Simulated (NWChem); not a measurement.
ammonia (NH3); SMILES N

```xyz
4

N      0.0000     0.0000     0.1315
H      0.6642     0.6642    -0.2639
H      0.2431    -0.9073    -0.2639
H     -0.9073     0.2431    -0.2639
```
Atoms are numbered in this order, from 1.

All runs: NWChem. Pople sets run with spherical d functions. STO-3G and 3-21G are far too small for this property and stand as cheap habits. Structure relaxed at the B3LYP/6-31G* (spherical d) level. Vertical excitations in the gas phase; the lowest state need not have the same character in each row.

```json
[
 {"level": "CAM-B3LYP/3-21G, TDA", "basis functions": "15", "lowest excitation, singlet (eV)": "7.59", "oscillator strength of that lowest state": "0.022", "orbital gap (eV)": "12.26"},
 {"level": "CAM-B3LYP/6-31G*, TDA", "basis functions": "20", "lowest excitation, singlet (eV)": "7.78", "oscillator strength of that lowest state": "0.036", "orbital gap (eV)": "12.23"},
 {"level": "CAM-B3LYP/6-31+G*, TDA", "basis functions": "24", "lowest excitation, singlet (eV)": "6.81", "oscillator strength of that lowest state": "0.134", "orbital gap (eV)": "10.64"},
 {"level": "CAM-B3LYP/def2-SVP, TDA", "basis functions": "29", "lowest excitation, singlet (eV)": "[?]", "oscillator strength of that lowest state": "0.037", "orbital gap (eV)": "[?]"},
 {"level": "CAM-B3LYP/def2-SVPD, TDA", "basis functions": "44", "lowest excitation, singlet (eV)": "7.02", "oscillator strength of that lowest state": "0.085", "orbital gap (eV)": "10.92"},
 {"level": "CAM-B3LYP/def2-TZVP, TDA", "basis functions": "49", "lowest excitation, singlet (eV)": "6.90", "oscillator strength of that lowest state": "0.060", "orbital gap (eV)": "10.89"},
 {"level": "CAM-B3LYP/aug-cc-pVDZ, TDA", "basis functions": "50", "lowest excitation, singlet (eV)": "6.23", "oscillator strength of that lowest state": "0.083", "orbital gap (eV)": "9.49"},
 {"level": "CAM-B3LYP/def2-TZVPD, TDA", "basis functions": "64", "lowest excitation, singlet (eV)": "6.53", "oscillator strength of that lowest state": "0.085", "orbital gap (eV)": "10.20"}
]
```

What belongs in the gaps?


- CAM-B3LYP/def2-SVP, TDA, lowest excitation, singlet (eV): 7.12
- CAM-B3LYP/def2-SVP, TDA, orbital gap (eV): 11.36
